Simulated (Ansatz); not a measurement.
**AlNH2Cl (SMILES [NH2][Al][Cl]), step by step**

Wanted: a series of 16 runs (UHF/STO-3G, UHF/3-21G, UHF/6-31G*, UB3LYP/6-31G*, UPBE/def2-SVP, UMP2/6-31G*) of AlClH2N. 

The results are computed with Ansatz 0.2.0.

### Step 1. The structure to begin with

AlNH2Cl: 5 atoms, total charge 0, spin state doublet. As SMILES, `[NH2][Al][Cl]`. Geometry: relaxed at PBE0-D4/def2-TZVP. This is one conformer, not always the lowest. The run starts from this shape.

Bond lengths: N1–Al2 1.765 Å, Al2–Cl3 2.116 Å, N1–H4 1.007 Å, N1–H5 1.009 Å. Angles: N1–Al2–Cl3 116.7°, Al2–N1–H4 124.9°, Al2–N1–H5 124.1°, H4–N1–H5 111.0°.

### Step 2. A structure relaxation at UHF/STO-3G (start density atoms) (run 1)

Input file input.yaml:

```yaml
crystal:
  periodic: [false, false, false]
  atoms:
    - symbol: "N"
      position_ang: [-0.549400, 0.461700, -0.232000]
    - symbol: Al
      position_ang: [0.402600, -0.291600, 1.049100]
    - symbol: Cl
      position_ang: [1.907000, -1.649700, 0.440800]
    - symbol: H
      position_ang: [-1.293600, 1.123300, -0.083500]
    - symbol: H
      position_ang: [-0.416600, 0.282700, -1.215900]
basis:
  gaussian: {orbitals: STO-3G}
magnetization: {spin_polarized: true, initial_magnetization: 1}
hamiltonian: {xc: hf}
relax: {f_tol: 0.002}
output: {orbitals: {seedname: orbitals}}
```

On the command line:

```console
$ ansatz run input.yaml --threads 1 --pin off --max-ram 3480MiB --events-out events.jsonl --progress --plain --runs-dir runs
```

The log of the run:

```text
Warning: RAYON_NUM_THREADS=1 ignored (pool sized by the plan → 1); use --threads N
The last accepted step is kept in runs//last_step.txt (removed where the run ends without a failure and the disk answers)
[... 55 lines left out ...]
Total energy: -20369.68460307 eV, -748.5721020945 hartree
[... 5 lines left out ...]
Dipole moment:    -0.598106     0.556733     0.515245 e Å
```

Run time: 3.6 s. Hardware: 1 thread of Arm Neoverse V2, shared host; peak memory 0.1 GiB.

The path in brief:

```
step  energy from the first frame kept (eV)  largest force (eV/Å)
   1                                 0.0000                2.2360
   2                                -0.0644                0.7853
   3                                -0.0724                0.6022
   4                                -0.0762                0.1460
   5                                -0.0765                0.0376
   6                                -0.0766                0.0097
   7                                -0.0766                0.0022
```

After the run. Bond lengths: N1–Al2 1.722 Å, Al2–Cl3 2.114 Å, N1–H4 1.016 Å, N1–H5 1.017 Å. Angles: N1–Al2–Cl3 109.6°, Al2–N1–H4 125.8°, Al2–N1–H5 125.2°, H4–N1–H5 109.1°.

### Step 3. Vibrational wavenumbers at UHF/STO-3G (start density atoms) (run 2)

Input file job.yaml:

```yaml
crystal:
  periodic: [false, false, false]
  atoms:
    - {symbol: "N", position_ang: [-0.515179, 0.433835, -0.199112]}
    - {symbol: Al, position_ang: [0.368899, -0.258786, 1.106565]}
    - {symbol: Cl, position_ang: [1.828808, -1.586759, 0.347771]}
    - {symbol: H, position_ang: [-1.273908, 1.104540, -0.112980]}
    - {symbol: H, position_ang: [-0.358620, 0.233571, -1.183743]}
basis:
  gaussian:
    orbitals: STO-3G
magnetization:
  spin_polarized: true
  initial_magnetization: 1
hamiltonian:
  xc: hf
phonons:
  temperatures: {t_min: 298.15, t_max: 298.15, t_step: 1}
```

On the command line:

```console
$ ansatz run job.yaml --threads 1 --pin off --max-ram 3480MiB --events-out events.jsonl --progress --plain --runs-dir runs
```

The log of the run:

```text
Warning: RAYON_NUM_THREADS=1 ignored (pool sized by the plan → 1); use --threads N
[... 169 lines left out ...]
Total energy: -20369.68464336 eV, -748.5721035755 hartree
[... 5 lines left out ...]
Dipole moment:    -0.598107     0.556734     0.515244 e Å
Vibrations: 229.91 350.84 401.78 581.45 869.34 982.33 1968.05 4000.50 4188.28 cm⁻¹, zero-point energy 0.841388 eV
```

It took 5.7 s on 1 thread of Arm Neoverse V2, shared host.

Runs 3 to 15 aren't shown in full; the table further down has their settings and results.

### Step 4. The harmonic vibrations at UMP2/6-31G(d) (Cartesian functions, start density atoms) (run 16)

Input file input.yaml:

```yaml
basis:
  gaussian: {orbitals: "6-31G*"}
crystal:
  periodic: [false, false, false]
  atoms:
    - {symbol: N, position_ang: [-0.551406, 0.462822, -0.235559]}
    - {symbol: Al, position_ang: [0.408557, -0.296495, 1.056157]}
    - {symbol: Cl, position_ang: [1.912291, -1.653913, 0.445088]}
    - {symbol: H, position_ang: [-1.299165, 1.128699, -0.081157]}
    - {symbol: H, position_ang: [-0.420277, 0.285287, -1.226030]}
magnetization: {spin_polarized: true, initial_magnetization: 1}
correlation: {method: mp2}
phonons: {temperatures: {t_min: 298.15, t_max: 298.15, t_step: 1}}
```

On the command line:

```console
$ ansatz run input.yaml --threads 1 --pin off --max-ram 3480MiB --events-out events.jsonl --progress --plain --runs-dir runs
```

The log of the run:

```text
Warning: RAYON_NUM_THREADS=1 ignored (pool sized by the plan → 1); use --threads N
[... 26 lines left out ...]
11 core orbitals not correlated: weight in the atoms' cores, before any rotation towards them, 1.000 or more for the frozen orbitals, at most 0.000 for the correlated occupied ones
[... 108 lines left out ...]
11 core orbitals not correlated: weight in the atoms' cores, before any rotation towards them, 1.000 or more for the frozen orbitals, at most 0.000 for the correlated occupied ones
[... 104 lines left out ...]
Dipole moment:    -0.436997     0.381075    -0.037838 e Å
[... 1 line left out ...]
Checks for a lower state left out: cluster_reference
```

Run time: 38 s. Hardware: 1 thread of Arm Neoverse V2, shared host; peak memory 0.12 GiB.

### Step 5. The series

```
run                                                     level         task  walk f tol  partner  energy (Eh)  dipole moment (D)   ⟨S²⟩  wall time
  1                          UHF/STO-3G (start density atoms)     optimise       0.002     base  -748.572102               4.64  0.753      3.6 s
  2                          UHF/STO-3G (start density atoms)  frequencies           –     base  -748.572104               4.64  0.753      5.7 s
  3                          UHF/STO-3G (start density atoms)       energy           –   cation  -748.361463                  –      –     0.16 s
  4                          UHF/STO-3G (start density atoms)     optimise           –   cation  -748.413336                  –      –      4.2 s
  5                           UHF/3-21G (start density atoms)     optimise       0.002     base  -753.287027               4.56  0.754      4.8 s
  6                           UHF/3-21G (start density atoms)  frequencies           –     base  -753.287027               4.56  0.754      8.1 s
  7                           UHF/3-21G (start density atoms)       energy           –   cation  -752.972459                  –      –     0.58 s
  8                           UHF/3-21G (start density atoms)     optimise           –   cation  -753.015102                  –      –      5.7 s
  9     UHF/6-31G* (Cartesian functions, start density atoms)     optimise       0.002     base  -757.078535               2.97  0.753      7.2 s
 10     UHF/6-31G* (Cartesian functions, start density atoms)  frequencies           –     base  -757.078536               2.97  0.753       17 s
 11  UB3LYP/6-31G* (Cartesian functions, start density atoms)     optimise       0.002     base  -758.647520               2.84  0.752       20 s
 12  UB3LYP/6-31G* (Cartesian functions, start density atoms)  frequencies           –     base  -758.647520               2.84  0.752       45 s
 13                       UPBE/def2-SVP (start density atoms)     optimise       0.002     base  -757.989700               2.44  0.752       15 s
 14                       UPBE/def2-SVP (start density atoms)  frequencies           –     base  -757.989700               2.44  0.752       32 s
 15    UMP2/6-31G* (Cartesian functions, start density atoms)     optimise       0.002     base  -757.410337               2.79  0.753       11 s
 16    UMP2/6-31G* (Cartesian functions, start density atoms)  frequencies           –     base  -757.410337               2.79  0.753       38 s
```

### Step 6. Results

| quantity | value |
| --- | --- |
| run 16, UMP2/6-31G*: total energy | -757.41034 Eh |
| run 16, UMP2/6-31G*: dipole moment (correlated density) | 2.79 D |
| run 16, UMP2/6-31G*: correlation energy (11 core orbitals frozen) | -332.3 mEh |
| run 16, UMP2/6-31G*: ⟨S²⟩ of the reference determinant | 0.753 |
| run 16, UMP2/6-31G*: largest force on an atom | 0.001 eV/Å |
| run 16, UMP2/6-31G*: lowest harmonic wavenumber | 180 cm⁻¹ |
| run 16, UMP2/6-31G*: highest harmonic wavenumber | 3711 cm⁻¹ |
| run 16, UMP2/6-31G*: zero-point energy | 71.4 kJ/mol |
| vertical ionisation energy (to the singlet cation), UHF/STO-3G | 5.732 eV |
| vertical ionisation energy (to the singlet cation), UHF/3-21G | 8.560 eV |
| adiabatic ionisation energy (to the singlet cation, no zero-point term), UHF/STO-3G | 4.320 eV |
| adiabatic ionisation energy (to the singlet cation, no zero-point term), UHF/3-21G | 7.399 eV |

What this shows: At UHF/STO-3G: the vertical ionisation energy comes to 5.73 eV (132 kcal/mol). Only the singlet of the ionised species was computed; a triplet could lie lower. In a minimal basis such a difference can be off by several eV, whatever the method. At UHF/3-21G: removing an electron at fixed nuclei costs 8.56 eV (826 kJ/mol). At UHF/STO-3G: the adiabatic ionisation energy (to the singlet cation, no zero-point term) is 4.32 eV (100 kcal/mol). At UHF/3-21G: the adiabatic ionisation energy (to the singlet cation, no zero-point term) is 7.40 eV (714 kJ/mol). Totals of different functionals can't be ranked against each other. In runs 1, 2, 3, 4 the basis is minimal, so the values are rough. All runs together took 3.6 min, the longest 45 s.
